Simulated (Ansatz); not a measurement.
# AlPH (doublet): one geometry, many settings at scale of all distances = 1.290

What do other methods and options give for AlPH (doublet) at this geometry, and how long do they take?

Program: Ansatz 0.2.0, Gaussian basis. Level of theory: the settings change from run to run. These are calculated values, not measurements.

23 further runs of the same task are left out: 1 for a mislabelled method, 19 that didn't finish, 3 set aside as unsound or not needed.

## Step 1: The geometry

The geometry derives from a PBE0/def2-TZVP stationary point (not a proven minimum). All distances are scaled together.

3 atoms, charge 0, spin multiplicity 2.

Atoms are counted from 1 here; the program's logs count them from 0.

Bond lengths: Al1–P2 2.766 Å.

## Step 2: MRCISD+Q(5,4)/STO-3G

Input file in.yaml:

```yaml
crystal:
  periodic: [false, false, false]
  atoms:
    - {symbol: Al, position_ang: [0.000000, 0.000000, 0.242004]}
    - {symbol: P, position_ang: [0.000000, 0.000000, -2.524014]}
    - {symbol: H, position_ang: [0.000000, 0.000000, 2.282010]}
basis:
  gaussian: {orbitals: STO-3G}
magnetization: {spin_polarized: false, initial_magnetization: 1}
correlation: {method: fic_mrcisd_q, electrons: outside_noble_gas, active_space: {window: {electrons: 5, orbitals: 4}}}
```

Command:

```sh
$ ansatz run in.yaml --threads 1 --pin off --events-out ev --progress --plain --max-ram 2393MiB
```

Standard output, shortened:

```text
Functional definition: HF
  name "HF"
  cite "Fock, Z. Phys. 61, 126 (1930) doi:10.1007/BF01340294"
  parent pbe
[...]
197 factors; integrals over basis functions are off by at most 2.7e-5 eV
[...]
mean field -15680.05080026 eV, -576.2312385895 hartree, gradient 8.5e-7 eV, S^2 0.750000; 10 other end points of the search recorded, 0 dependent functions left out
reference -15680.05080026 eV, -576.2312385895 hartree; 15, 14 occupied and 4, 5 virtual orbitals, 197 factors
state -15680.95622984 eV, -576.2645125126 hartree
contracted CI cycle   1: correlation 0.00000000 eV, 0.0000000000 hartree, residual 4.98e0 eV
contracted CI cycle   2: correlation -1.04056049 eV, -0.0382398928 hartree, residual 1.69e0 eV
contracted CI cycle   3: correlation -1.17635336 eV, -0.0432301887 hartree, residual 9.57e-1 eV
contracted CI cycle   4: correlation -1.23778114 eV, -0.0454876177 hartree, residual 7.97e-1 eV
contracted CI cycle   5: correlation -1.28610324 eV, -0.0472634222 hartree, residual 5.69e-1 eV
contracted CI cycle   6: correlation -1.29936016 eV, -0.0477506051 hartree, residual 2.34e-1 eV
contracted CI cycle   7: correlation -1.30155278 eV, -0.0478311823 hartree, residual 1.09e-1 eV
contracted CI cycle   8: correlation -1.30219146 eV, -0.0478546534 hartree, residual 7.00e-2 eV
contracted CI cycle   9: correlation -1.30246927 eV, -0.0478648629 hartree, residual 4.74e-2 eV
contracted CI cycle  10: correlation -1.30256117 eV, -0.0478682402 hartree, residual 1.96e-2 eV
contracted CI cycle  11: correlation -1.30257822 eV, -0.0478688667 hartree, residual 9.99e-3 eV
contracted CI cycle  12: correlation -1.30258327 eV, -0.0478690522 hartree, residual 5.13e-3 eV
contracted CI cycle  13: correlation -1.30258452 eV, -0.0478690983 hartree, residual 2.92e-3 eV
contracted CI cycle  14: correlation -1.30258496 eV, -0.0478691145 hartree, residual 1.62e-3 eV
contracted CI cycle  15: correlation -1.30258511 eV, -0.0478691197 hartree, residual 9.90e-4 eV
contracted CI cycle  16: correlation -1.30258516 eV, -0.0478691218 hartree, residual 6.34e-4 eV
state -15680.95622984 eV, -576.2645125126 hartree; corrected -15682.47255249 eV, -576.3202363423 hartree
Total energy: -15682.47255249 eV, -576.3202363423 hartree
```

It took 0.93 s on 1 thread of Arm Neoverse V1, shared host.

From the report: 12 determinants; active occupations 2.00, 1.91, 1.00, 0.10.

## Step 3: CISD/6-31++G**

Input file in.yaml:

```yaml
crystal:
  periodic: [false, false, false]
  atoms:
    - {symbol: Al, position_ang: [0.000000, 0.000000, 0.242004]}
    - {symbol: P, position_ang: [0.000000, 0.000000, -2.524014]}
    - {symbol: H, position_ang: [0.000000, 0.000000, 2.282010]}
basis:
  gaussian: {orbitals: "6-31++G**", fitting: {mean_field: def2-universal-jkfit}}
magnetization: {spin_polarized: false, initial_magnetization: 1}
correlation: {active_space: {ras: {orbitals: [4, 1, 37], electrons: 9, max_holes: 2, max_particles: 2}, fixed_orbitals: true}}
```

Launched as before.

Standard output:

```text
Functional definition: HF
  name "HF"
  cite "Fock, Z. Phys. 61, 126 (1930) doi:10.1007/BF01340294"
  parent pbe
  exchange = exact_x
  correlation = 0
274 factors; integrals over basis functions are off by at most 4.1e-1 eV
mean field evaluation 1: about -15864.6328 eV, gradient 1.3e1 eV
mean field evaluation 2: about -15865.0543 eV, gradient 1.0e1 eV
mean field evaluation 4: about -15865.9669 eV, gradient 7.3e-1 eV
mean field evaluation 8: about -15865.8413 eV, gradient 3.0e0 eV
mean field evaluation 16: about -15862.9913 eV, gradient 2.8e-3 eV
mean field evaluation 32: about -15865.9713 eV, gradient 6.3e-1 eV
mean field evaluation 64: about -15864.4281 eV, gradient 1.1e-5 eV
mean field -15865.97595283 eV, -583.0638619219 hartree, gradient 2.1e-6 eV, S^2 0.750000; 12 other end points of the search recorded, 0 dependent functions left out
reference -15865.97595283 eV, -583.0638619219 hartree; 15, 14 occupied and 37, 38 virtual orbitals, 274 factors
state -15870.31283901 eV, -583.2232395492 hartree
Total energy: -15870.31283901 eV, -583.2232395492 hartree
```

Wall time 3.3 s (1 thread of Arm Neoverse V1, shared host).

From the report: 17,241 determinants.

## Step 4: CISDT/6-31G

Input file in.yaml:

```yaml
crystal:
  periodic: [false, false, false]
  atoms:
    - {symbol: Al, position_ang: [0.000000, 0.000000, 0.242004]}
    - {symbol: P, position_ang: [0.000000, 0.000000, -2.524014]}
    - {symbol: H, position_ang: [0.000000, 0.000000, 2.282010]}
basis:
  gaussian: {orbitals: 6-31G}
magnetization: {spin_polarized: false, initial_magnetization: 1}
correlation: {active_space: {ras: {orbitals: [4, 1, 13], electrons: 9, max_holes: 3, max_particles: 3}, fixed_orbitals: true}}
```

The command is unchanged.

Standard output:

```text
Functional definition: HF
  name "HF"
  cite "Fock, Z. Phys. 61, 126 (1930) doi:10.1007/BF01340294"
  parent pbe
  exchange = exact_x
  correlation = 0
310 factors; integrals over basis functions are off by at most 1.2e-4 eV
mean field evaluation 1: about -15864.1164 eV, gradient 1.3e1 eV
mean field evaluation 2: about -15864.1175 eV, gradient 1.3e1 eV
mean field evaluation 4: about -15865.4395 eV, gradient 2.7e0 eV
mean field evaluation 8: about -15865.5626 eV, gradient 1.5e-1 eV
mean field evaluation 16: about -15865.5627 eV, gradient 3.6e-1 eV
mean field evaluation 32: about -15862.5621 eV, gradient 7.2e-4 eV
mean field evaluation 64: about -15865.5624 eV, gradient 3.7e-1 eV
mean field evaluation 96: about -15864.0630 eV, gradient 8.5e-1 eV
mean field -15865.56341482 eV, -583.0487014294 hartree, gradient 1.5e-6 eV, S^2 0.750000; 9 other end points of the search recorded, 0 dependent functions left out
reference -15865.56341482 eV, -583.0487014294 hartree; 15, 14 occupied and 13, 14 virtual orbitals, 310 factors
state -15868.48106474 eV, -583.1559230863 hartree
Total energy: -15868.48106474 eV, -583.1559230863 hartree
```

It took 2.9 s on 1 thread of Arm Neoverse V1, shared host.

From the report: 32,808 determinants.

## Step 5: BCCD on ROHF/6-31G

in.yaml: that of step 4 with these lines changed.

```diff
@@ -9,2 +9,4 @@
 magnetization: {spin_polarized: false, initial_magnetization: 1}
-correlation: {active_space: {ras: {orbitals: [4, 1, 13], electrons: 9, max_holes: 3, max_particles: 3}, fixed_orbitals: true}}
+correlation: {method: bccd, electrons: outside_noble_gas, diis_vectors: 12}
+scf: {lower_state_search: off}
+output: {forces: true}
```

Launched as before.

Standard output, shortened:

```text
Functional definition: HF
  name "HF"
  cite "Fock, Z. Phys. 61, 126 (1930) doi:10.1007/BF01340294"
  parent pbe
[...]
310 factors; integrals over basis functions are off by at most 1.2e-4 eV
[...]
mean field -15865.56341482 eV, -583.0487014294 hartree, gradient 1.5e-6 eV, S^2 0.750000; 0 other end points of the search recorded, 0 dependent functions left out
10 core orbitals not correlated: weight in the atoms' cores, before any rotation towards them, 1.000 or more for the frozen orbitals, at most 0.000 for the correlated occupied ones
reference -15865.56341482 eV, -583.0487014294 hartree; 5, 4 occupied and 13, 14 virtual orbitals, 310 factors
second order -1.94885278 eV of doubles, -0.00713324 eV of singles
cycle   1  -2.43965779 eV  change   -4.8e-1 eV  update   1.2e-1
[...]
cycle  23  -2.90857008 eV  change    1.6e-7 eV  update   8.9e-7
[...]
Total energy: -15868.47198489 eV, -583.1555894082 hartree
Atom 0 at     0.000000     0.000000     0.242004 Å, force    -0.000000     0.000000    -0.271311 eV/Å
Atom 1 at     0.000000     0.000000    -2.524014 Å, force     0.000000     0.000000     2.183573 eV/Å
Atom 2 at     0.000000     0.000000     2.282010 Å, force    -0.000000    -0.000000    -1.912262 eV/Å
Dipole moment:    -0.000000    -0.000000     0.399224 e Å
Checks for a lower state left out: starts, cluster_reference, orbital_swaps, neighbouring_geometries, increment
```

It took 0.87 s on 1 thread of Arm Neoverse V1, shared host.

From the report: correlation -2.9086 eV; largest double amplitude 0.17.

## Step 6: HF/6-31G

Input file in.yaml:

```yaml
crystal:
  periodic: [false, false, false]
  atoms:
    - {symbol: Al, position_ang: [0.000000, 0.000000, 0.242004]}
    - {symbol: P, position_ang: [0.000000, 0.000000, -2.524014]}
    - {symbol: H, position_ang: [0.000000, 0.000000, 2.282010]}
basis:
  gaussian: {orbitals: 6-31G}
magnetization: {spin_polarized: true, initial_magnetization: 1}
hamiltonian: {xc: hf}
output: {forces: true, orbitals: {seedname: orbitals}}
```

The command is unchanged.

Standard output, shortened:

```text
Functional definition: HF
  name "HF"
  cite "Fock, Z. Phys. 61, 126 (1930) doi:10.1007/BF01340294"
  parent pbe
[...]
310 factors; integrals over basis functions are off by at most 1.2e-4 eV
[...]
mean field -15866.05637132 eV, -583.0668172467 hartree, gradient 1.6e-5 eV, S^2 2.191802; 9 other end points of the search recorded, 0 dependent functions left out
[...]
reference -15866.05637132 eV, -583.0668172467 hartree; 15, 14 occupied and 13, 14 virtual orbitals, 310 factors
Total energy: -15866.05637132 eV, -583.0668172467 hartree
Atom 0 at     0.000000     0.000000     0.242004 Å, force    -0.000000     0.000000     1.145181 eV/Å
Atom 1 at     0.000000     0.000000    -2.524014 Å, force    -0.000000    -0.000000     0.759180 eV/Å
Atom 2 at     0.000000     0.000000     2.282010 Å, force    -0.000000     0.000000    -1.904361 eV/Å
Dipole moment:    -0.000000     0.000000    -0.143289 e Å
```

Wall time 0.96 s (1 thread of Arm Neoverse V1, shared host).

From the report: ⟨S²⟩ of the determinant 2.192 (pure doublet: 0.75). The determinant is far from a pure spin state, so its energy mixes those of several spin states (harmless only where they are near-degenerate, as at dissociation).

## Step 7: BCCD(T) on UHF/6-31G*

in.yaml: that of step 6 with these lines changed.

```diff
@@ -7,5 +7,6 @@
 basis:
-  gaussian: {orbitals: 6-31G}
+  gaussian: {orbitals: "6-31G*"}
 magnetization: {spin_polarized: true, initial_magnetization: 1}
-hamiltonian: {xc: hf}
-output: {forces: true, orbitals: {seedname: orbitals}}
+hamiltonian: {pseudopotentials: {relativity: scalar}}
+correlation: {method: bccd_t, electrons: outside_noble_gas}
+output: {forces: true}
```

The command is unchanged.

Standard output, shortened:

```text
Functional definition: HF
  name "HF"
  cite "Fock, Z. Phys. 61, 126 (1930) doi:10.1007/BF01340294"
  parent pbe
[...]
362 factors; integrals over basis functions are off by at most 6.1e-4 eV
[...]
mean field -15897.08150689 eV, -584.2069699493 hartree, gradient 2.3e-6 eV, S^2 2.166044; 21 other end points of the search recorded, 0 dependent functions left out
determinant -15897.08150689 eV, -584.2069699493 hartree, with singles and doubles -15901.18874656 eV, -584.3579082231 hartree
determinant -15897.05315640 eV, -584.2059280881 hartree, with singles and doubles -15901.10697283 eV, -584.3549030942 hartree
determinant -15896.96275629 eV, -584.2026059451 hartree, with singles and doubles -15901.14935854 eV, -584.3564607403 hartree
determinant -15896.96008028 eV, -584.2025076037 hartree, with singles and doubles -15900.83485223 eV, -584.3449028466 hartree
[...]
10 core orbitals not correlated: weight in the atoms' cores, before any rotation towards them, 1.000 or more for the frozen orbitals, at most 0.000 for the correlated occupied ones
reference -15897.08150689 eV, -584.2069699493 hartree; 5, 4 occupied and 25, 26 virtual orbitals, 362 factors
second order -2.78392076 eV of doubles, -0.00000000 eV of singles
cycle   1  -4.23150810 eV  change   -7.6e-2 eV  update   1.1e-1
[...]
cycle  27  -4.14202596 eV  change    3.2e-7 eV  update   2.6e-7
perturbative correction -0.32910418 eV, -0.0120943556 hartree
[...]
Total energy: -15901.55263702 eV, -584.3712809511 hartree
Relativity: scalar
Atom 0 at     0.000000     0.000000     0.242004 Å, force    -0.000000     0.000000    -0.636255 eV/Å
Atom 1 at     0.000000     0.000000    -2.524014 Å, force     0.000000    -0.000000     2.730324 eV/Å
Atom 2 at     0.000000     0.000000     2.282010 Å, force     0.000000    -0.000000    -2.094069 eV/Å
Dipole moment:     0.000000     0.000000     0.346228 e Å
```

It took 15 s on 1 thread of Arm Neoverse V1, shared host.

From the report: ⟨S²⟩ of the determinant 2.166 (pure doublet: 0.75); correlation -4.4711 eV; largest double amplitude 0.16. The determinant is far from a pure spin state, so its energy mixes those of several spin states (harmless only where they are near-degenerate, as at dissociation).

## Step 8: BCCD/6-31G

Input file in.yaml:

```yaml
crystal:
  periodic: [false, false, false]
  atoms:
    - {symbol: Al, position_ang: [0.000000, 0.000000, 0.242004]}
    - {symbol: P, position_ang: [0.000000, 0.000000, -2.524014]}
    - {symbol: H, position_ang: [0.000000, 0.000000, 2.282010]}
basis:
  gaussian: {orbitals: 6-31G}
magnetization: {spin_polarized: true, initial_magnetization: 1}
hamiltonian: {xc: {name: r2SCAN}}
correlation: {method: bccd, electrons: outside_noble_gas}
scf: {lower_state_search: light}
```

The command is unchanged.

Standard output, shortened:

```text
Functional definition: r2SCAN
  name "r2SCAN"
  cite "Furness, Kaplan, Ning, Perdew & Sun, J. Phys. Chem. Lett. 11, 8208 (2020) doi:10.1021/acs.jpclett.0c02405"
  cite "Furness, Kaplan, Ning, Perdew & Sun, J. Phys. Chem. Lett. 11, 9248 (2020) doi:10.1021/acs.jpclett.0c03077"
  parent r2scan
[...]
310 factors; integrals over basis functions are off by at most 1.2e-4 eV
[...]
mean field -15895.06651361 eV, -584.1329203121 hartree, gradient 1.9e-6 eV, S^2 0.932507; 15 other end points of the search recorded, 0 dependent functions left out
10 core orbitals not correlated: weight in the atoms' cores, before any rotation towards them, 1.000 or more for the frozen orbitals, at most 0.000 for the correlated occupied ones
reference -15865.11431800 eV, -583.0321974257 hartree; 5, 4 occupied and 13, 14 virtual orbitals, 310 factors
second order -2.66943927 eV of doubles, -0.26960021 eV of singles
cycle   1  -2.97824182 eV  change   -1.4e-1 eV  update   1.1e-1
[...]
cycle  19  -3.30135311 eV  change    6.1e-7 eV  update   6.5e-6
WARN: the results are in doubt because among natural orbitals full CI differs from the method by -0.182 eV
Total energy: -15868.41567111 eV, -583.1535199148 hartree
In doubt: among natural orbitals full CI differs from the method by -0.182 eV
```

Run time: 17 s. Hardware: 1 thread of Arm Neoverse V1, shared host.

From the report: ⟨S²⟩ of the determinant 0.933 (pure doublet: 0.75); correlation -3.3014 eV; largest double amplitude 0.17. Mind the lines of doubt at the end of the log.

## Step 9: MRCISD+Q(relaxed)(7,7)/STO-3G

Input file in.yaml:

```yaml
crystal:
  periodic: [false, false, false]
  atoms:
    - {symbol: Al, position_ang: [0.000000, 0.000000, 0.242004]}
    - {symbol: P, position_ang: [0.000000, 0.000000, -2.524014]}
    - {symbol: H, position_ang: [0.000000, 0.000000, 2.282010]}
basis:
  gaussian: {orbitals: STO-3G}
magnetization: {spin_polarized: false, initial_magnetization: 1}
correlation: {method: fic_mrcisd_q_relaxed, electrons: outside_noble_gas, active_space: {window: {electrons: 7, orbitals: 7}}}
```

The command is unchanged.

Standard output, shortened:

```text
Functional definition: HF
  name "HF"
  cite "Fock, Z. Phys. 61, 126 (1930) doi:10.1007/BF01340294"
  parent pbe
[...]
197 factors; integrals over basis functions are off by at most 2.7e-5 eV
[...]
mean field -15680.05080026 eV, -576.2312385895 hartree, gradient 8.5e-7 eV, S^2 0.750000; 10 other end points of the search recorded, 0 dependent functions left out
reference -15680.05080026 eV, -576.2312385895 hartree; 15, 14 occupied and 4, 5 virtual orbitals, 197 factors
state -15682.04813476 eV, -576.3046392786 hartree
contracted CI cycle   1: correlation -0.00000000 eV, -0.0000000000 hartree, residual 2.78e0 eV
contracted CI cycle   2: correlation -0.32675403 eV, -0.0120079892 hartree, residual 9.69e-1 eV
contracted CI cycle   3: correlation -0.37032181 eV, -0.0136090756 hartree, residual 4.33e-1 eV
contracted CI cycle   4: correlation -0.37813778 eV, -0.0138963071 hartree, residual 3.34e-1 eV
[...]
contracted CI cycle  14: correlation -0.86391299 eV, -0.0317482169 hartree, residual 8.56e-3 eV
contracted CI cycle  15: correlation -0.86391738 eV, -0.0317483781 hartree, residual 6.90e-3 eV
contracted CI cycle  16: correlation -0.86391986 eV, -0.0317484692 hartree, residual 5.02e-3 eV
contracted CI cycle  17: correlation -0.86392098 eV, -0.0317485103 hartree, residual 2.87e-3 eV
contracted CI cycle  18: correlation -0.86392133 eV, -0.0317485233 hartree, residual 1.38e-3 eV
state -15681.53063875 eV, -576.2856216509 hartree; corrected -15682.49544482 eV, -576.3210776198 hartree
state -15681.53063875 eV, -576.2856216509 hartree; corrected -15682.49544482 eV, -576.3210776198 hartree
the orbitals are reached from a further start. From the first start the search ends at -15681.76228487 eV, -576.2941344886 hartree
WARN: the results are in doubt because another end's mean lies 0.517 eV lower, and its corrected mean 0.049 eV higher
Total energy: -15682.49544482 eV, -576.3210776198 hartree
In doubt: another end's mean lies 0.517 eV lower, and its corrected mean 0.049 eV higher
```

Wall time 10 s (1 thread of Arm Neoverse V1, shared host).

From the report: 608 determinants; active occupations 2.00, 1.94, 1.90, 1.00, 0.10, 0.03, 0.03. Mind the lines of doubt at the end of the log.

## Step 10: BCCD(T) on UHF/6-31G

Input file in.yaml:

```yaml
crystal:
  periodic: [false, false, false]
  atoms:
    - {symbol: Al, position_ang: [0.000000, 0.000000, 0.242004]}
    - {symbol: P, position_ang: [0.000000, 0.000000, -2.524014]}
    - {symbol: H, position_ang: [0.000000, 0.000000, 2.282010]}
basis:
  gaussian: {orbitals: 6-31G}
magnetization: {spin_polarized: true, initial_magnetization: 1}
correlation: {method: bccd_t, electrons: outside_noble_gas, diis_vectors: 2}
scf: {lower_state_search: off}
```

The command is unchanged.

Standard output, shortened:

```text
Functional definition: HF
  name "HF"
  cite "Fock, Z. Phys. 61, 126 (1930) doi:10.1007/BF01340294"
  parent pbe
[...]
310 factors; integrals over basis functions are off by at most 1.2e-4 eV
[...]
mean field -15866.05637132 eV, -583.0668172467 hartree, gradient 2.6e-6 eV, S^2 2.191801; 0 other end points of the search recorded, 0 dependent functions left out
10 core orbitals not correlated: weight in the atoms' cores, before any rotation towards them, 1.000 or more for the frozen orbitals, at most 0.000 for the correlated occupied ones
reference -15866.05637132 eV, -583.0668172467 hartree; 5, 4 occupied and 13, 14 virtual orbitals, 310 factors
second order -1.20307005 eV of doubles, -0.00000000 eV of singles
cycle   1  -1.61510661 eV  change   -4.1e-1 eV  update   9.6e-2
[...]
cycle  34  -2.41577346 eV  change   -4.4e-6 eV  update   6.0e-6
perturbative correction -0.19780638 eV, -0.0072692505 hartree
Total energy: -15868.66995116 eV, -583.1628645344 hartree
Checks for a lower state left out: stability, starts, cluster_reference, orbital_swaps, neighbouring_geometries, increment
```

Wall time 0.66 s (1 thread of Arm Neoverse V1, shared host).

From the report: ⟨S²⟩ of the determinant 2.192 (pure doublet: 0.75); correlation -2.6136 eV; largest double amplitude 0.17. The determinant is far from a pure spin state, so its energy mixes those of several spin states (harmless only where they are near-degenerate, as at dissociation).

## Step 11: The runs in one table

Where basis and cores are those of an earlier FCI/6-31G run (-15868.7752 eV), and the state is the same kind, the miss against it is given. † marks a result that the program doubts.

```
                                 level         correlated  functions  energy (eV)  from FCI (meV)    time
                  MRCISD+Q(5,4)/STO-3G  outside noble gas         19  -15682.4726                  0.93 s
                        CISD/6-31++G**            valence         52  -15870.3128                   3.3 s
                           CISDT/6-31G  outside noble gas         28  -15868.4811           294.1   2.9 s
                    BCCD on ROHF/6-31G  outside noble gas         28  -15868.4720           303.2  0.87 s
                              HF/6-31G                            28  -15866.0564          2718.8  0.96 s
BCCD(T) on UHF/6-31G* (relativity set)  outside noble gas         40  -15901.5526                    15 s
     BCCD/6-31G (on r2SCAN orbitals) †  outside noble gas         28  -15868.4157           359.5    17 s
       MRCISD+Q(relaxed)(7,7)/STO-3G †  outside noble gas         19  -15682.4954                    10 s
                  BCCD(T) on UHF/6-31G  outside noble gas         28  -15868.6700           105.2  0.66 s
```

## Step 12: Results

| quantity | value |
| --- | --- |
| runs | 9 |
| quickest | BCCD(T) on UHF/6-31G, 0.66 s |
| slowest | BCCD/6-31G (on r2SCAN orbitals) †, 17 s |

In words: Total energies in different bases, with other cores or another treatment of relativity can't be set against each other. BCCD/6-31G (on r2SCAN orbitals) † took 25 times as long as BCCD(T) on UHF/6-31G; the jobs differ in more than the method. Among the correlated runs with a miss given, it spans +105 to +360 meV. Hartree-Fock, CASSCF and CASCI lack dynamic correlation by design. Cores frozen from Kohn-Sham orbitals shift the total energy.
